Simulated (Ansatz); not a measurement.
Corundum Cr2O3 was calculated with PBEsol (PAW; Ansatz, an electronic-structure program).

Numerical settings: plane-wave cutoff 500 eV, 10×10×10 k mesh, Fermi–Dirac smearing 0.05 eV, magnetic order afm+--+, spin-polarised with opposed moments, scalar-relativistic PAW data made under PBE.

Cell (relaxed at this level):

```yaml
crystal:
  lattice:
    - [4.60825, -2.48894, -0.05050]
    - [4.60825, 2.48894, -0.05050]
    - [3.30901, 0.00000, 4.06003]
  atoms:
    - { symbol: Cr, position: [0.34554, 0.34554, 0.34554] }
    - { symbol: Cr, position: [0.15446, 0.15446, 0.15446] }
    - { symbol: Cr, position: [0.65446, 0.65446, 0.65446] }
    - { symbol: Cr, position: [0.84554, 0.84554, 0.84554] }
    - { symbol: O, position: [0.55942, 0.94058, 0.25000] }
    - { symbol: O, position: [0.25000, 0.55942, 0.94058] }
    - { symbol: O, position: [0.94058, 0.25000, 0.55942] }
    - { symbol: O, position: [0.44058, 0.05942, 0.75000] }
    - { symbol: O, position: [0.75000, 0.44058, 0.05942] }
    - { symbol: O, position: [0.05942, 0.75000, 0.44058] }
```

Task: What does this level give for the magnetic moment (largest site, within a sphere) and band gap?

Result: 
* **magnetic moment (largest site, within a sphere)**: 2.15 μB
* **band gap**: 0.97 eV (on the SCF k mesh)

Measured, for comparison: band gap 3.3 ± 0.1 eV (temperature not stated, no zero-point or thermal correction, middle of the range; as tabulated in Medasani et al. (2019), arXiv:1904.04625). Computed (rounded) less measured: band gap -2.33 eV.

Moments are spin moments.

Static lattice: no zero-point or thermal effects.

It cost about 20 core-minutes (a rough figure) of CPU time.
